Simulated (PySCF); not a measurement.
Simulated Cl 2p region for `CCCl` (ethyl chloride), binding energy against the vacuum level.

Every computed line was given a Gaussian of 0.5 eV full width at half maximum and an area set by the number of equivalent atoms (split 2:1 within a doublet); the highest printed point is 100. Level of theory: PySCF, delta-SCF UKS SCAN, pcX-2 on the ionised atom, pcseg-1 elsewhere, spin-free X2C.

binding energy (eV), intensity and a bar:
```
    205.2          1 
    205.3          2 #
    205.4          7 ##
    205.5         18 ######
    205.6         39 ############
    205.7         67 ####################
    205.8         91 ###########################
    205.9        100 ##############################
    206.0         88 ##########################
    206.1         61 ##################
    206.2         35 ##########
    206.3         16 #####
    206.4          6 ##
    206.5          2 
    206.6          0 
    206.7          0 
    206.8          0 
    206.9          1 
    207.0          2 #
    207.1          6 ##
    207.2         13 ####
    207.3         26 ########
    207.4         40 ############
    207.5         49 ###############
    207.6         48 ##############
    207.7         38 ###########
    207.8         24 #######
    207.9         12 ####
    208.0          5 #
    208.1          2 
    208.2          0
```

How many maxima does the curve show, and how many computed lines lie under it?

The curve has 2 maxima (at 205.9 and 207.5 eV). Under it lie 2 lines from 1 inequivalent chlorine site, drawn as a 2p3/2, 2p1/2 pair.

Decompose the envelope and assign each component. Numbering: `[CH3:1][CH2:2][Cl:3]`.

```tsv
position (eV)	relative area	line	atoms	environment
205.89	0.67	Cl 2p3/2	Cl3	alkyl chlorine
207.54	0.33	Cl 2p1/2	Cl3	alkyl chlorine
```

What are the centre and the root-mean-square width of the whole band?

The area-weighted mean of the lines is 206.44 eV. Their own spread about it is 0.78 eV (rms) and each Gaussian has σ = 0.5/2.355 = 0.21 eV; the variances add, which gives 0.81 eV.

No satellites, vibrations or lifetime broadening are included. Spin–orbit and ligand-field terms were added within each 2p shell after the spin-free SCF. 2p1/2 minus 2p3/2 (ligand field included): Cl 1.65 eV. Geometry: PBE0-D3(BJ)/def2-SVP; no solvent, vibrations or thermal averaging.
